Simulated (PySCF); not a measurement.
Compound: C₅H₇F.
SMILES with atom numbers: `[CH2:1]=[CH:2][C:3](=[CH2:4])[CH2:5][F:6]` (hydrogens: H7, H8 on C1; H9 on C2; H10, H11 on C4; H12, H13 on C5)

The same species was optimised twice, with GFN2-xTB and with PBE0-D3(BJ)/def2-SVP (PySCF), and the same property calculations (PySCF, gas phase) were run on both structures.

```tsv
coordinate	GFN2-xTB	PBE0-D3(BJ)/def2-SVP	change
C1=C2 (Å)	1.328	1.341	+0.013
C3=C4 (Å)	1.332	1.342	+0.010
C2–C3 (Å)	1.456	1.462	+0.006
C3–C5 (Å)	1.505	1.501	-0.004
C5–F6 (Å)	1.371	1.367	-0.004
C4–C3–C5 (°)	121.6	120.7	-0.9
C2–C3–C5 (°)	117.0	117.9	+0.9
C1–C2–C3 (°)	126.4	126.2	-0.2
C3–C5–F6 (°)	112.1	111.9	-0.2
C2–C3–C4 (°)	121.3	121.4	+0.1
C1–C2–C3–C4 (°)	180	179	-1
C2–C3–C5–F6 (°)	180	-179	+1
```

Rotational constants: A = 6356, B = 2514, C = 1823 MHz (GFN2-xTB) against A = 6392, B = 2488, C = 1812 MHz (PBE0-D3(BJ)/def2-SVP). Point groups within 0.08 Å: Cs and Cs.

On the GFN2-xTB structure: lowest singlet, TDDFT (eV) 5.98 [wB97X-D/def2-SVPD]; lowest triplet, Tamm–Dancoff (eV) 3.41 [wB97X-D/def2-SVPD]; isotropic polarisability (au) 65.0 [wB97X-D/def2-SVPD]; HOMO (eV) -8.82 [wB97X-D/def2-SVPD]; LUMO (eV) 0.71 [wB97X-D/def2-SVPD]; dipole (D) 1.65 [wB97X-D/def2-SVPD]; HOMO (eV) -7.03 [PBE0/pcSseg-1]; LUMO (eV) -0.99 [PBE0/pcSseg-1]; dipole (D) 1.59 [PBE0/pcSseg-1]; GIAO shielding of C1 (ppm) 69.1 [PBE0/pcSseg-1]; GIAO shielding of C2 (ppm) 42.4 [PBE0/pcSseg-1]; GIAO shielding of C3 (ppm) 37.4 [PBE0/pcSseg-1]; GIAO shielding of C4 (ppm) 63.9 [PBE0/pcSseg-1]; GIAO shielding of C5 (ppm) 101.2 [PBE0/pcSseg-1]; GIAO shielding of F6 (ppm) 443.0 [PBE0/pcSseg-1].

Q: What do these properties become on the PBE0-D3(BJ)/def2-SVP structure?

A: 
| property | level | on GFN2-xTB | on PBE0-D3(BJ)/def2-SVP | change |
| --- | --- | --- | --- | --- |
| lowest singlet, TDDFT (eV) | wB97X-D/def2-SVPD | 5.98 | 5.88 | -0.10 |
| lowest triplet, Tamm–Dancoff (eV) | wB97X-D/def2-SVPD | 3.41 | 3.32 | -0.09 |
| isotropic polarisability (au) | wB97X-D/def2-SVPD | 65.0 | 66.2 | +1.2 |
| HOMO (eV) | wB97X-D/def2-SVPD | -8.82 | -8.77 | +0.05 |
| LUMO (eV) | wB97X-D/def2-SVPD | 0.71 | 0.66 | -0.05 |
| dipole (D) | wB97X-D/def2-SVPD | 1.65 | 1.62 | -0.03 |
| energy, GFN2-xTB geometry as zero (kcal/mol) | wB97X-D/def2-SVPD | 0.0 | -0.6 | -0.6 |
| HOMO (eV) | PBE0/pcSseg-1 | -7.03 | -6.98 | +0.05 |
| LUMO (eV) | PBE0/pcSseg-1 | -0.99 | -1.04 | -0.05 |
| dipole (D) | PBE0/pcSseg-1 | 1.59 | 1.56 | -0.03 |
| energy, GFN2-xTB geometry as zero (kcal/mol) | PBE0/pcSseg-1 | 0.0 | -0.3 | -0.3 |
| GIAO shielding of C1 (ppm) | PBE0/pcSseg-1 | 69.1 | 66.0 | -3.1 |
| GIAO shielding of C2 (ppm) | PBE0/pcSseg-1 | 42.4 | 40.2 | -2.2 |
| GIAO shielding of C3 (ppm) | PBE0/pcSseg-1 | 37.4 | 35.5 | -1.9 |
| GIAO shielding of C4 (ppm) | PBE0/pcSseg-1 | 63.9 | 60.8 | -3.1 |
| GIAO shielding of C5 (ppm) | PBE0/pcSseg-1 | 101.2 | 101.7 | +0.5 |
| GIAO shielding of F6 (ppm) | PBE0/pcSseg-1 | 443.0 | 441.4 | -1.6 |

The heavy atoms differ by 0.014 Å rms after alignment. Among bonds between heavy atoms C1=C2 changes most (+0.013 Å). Changes are differences of the printed values. Neither structure is proved a minimum here.

The values belong to the conformer `[CH2:1]=[CH:2][C:3](=[CH2:4])[CH2:5][F:6]`: C1–C2–C3–C4 179°, C2–C3–C5–F6 -179°.

The pairwise dispersion term of wB97X-D wasn't added to the energies; at a given geometry it leaves orbitals and properties as they are.
